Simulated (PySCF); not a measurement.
## J couplings in Protonated Cyanoacetylene Cation

Bonds (- single, = double, # triple, : aromatic): C1#C2 1.213 Å, C2-C3 1.338 Å, C3#N4 1.151 Å. C1 carries H5; N4 carries H6. Formal charges: N4 +1.

Total charge +1.

Indirect spin–spin couplings were computed at B3LYP/pcJ-1 (PySCF 2.14) on a GFN2-xTB structure, for the isolated molecule, without vibrational or relativistic corrections. Couplings are averaged over pairs made equivalent by symmetry, fast rotation or ring inversion, so a value needn't be that of the named pair in this geometry, while other rotamers aren't included; one pair stands for each set, and the list holds those of at least 0.8 Hz over up to four bonds.

Isotopes: 13C, 1H, 15N.

```csv
pair,bonds,J (Hz)
"C1, C2",1,?
"C1, H5",1,309.9
"C2, C3",1,215.9
"C3, N4",1,-95.0
"N4, H6",1,-166.3
"C1, C3",2,26.2
"C2, N4",2,-3.8
"C2, H5",2,?
"C3, H6",2,?
"C1, N4",3,?
"C2, H6",3,6.6
"C3, H5",3,9.3
```

Task: Estimate the withheld couplings, with signs.

Result: 
- 1J(C1,C2) = 239.8 Hz (bond length 1.213 Å)
- 2J(C2,H5) = 56.9 Hz (angle at C1 180°)
- 2J(C3,H6) = 60.3 Hz (angle at N4 180°)
- 3J(C1,N4) = -14.4 Hz
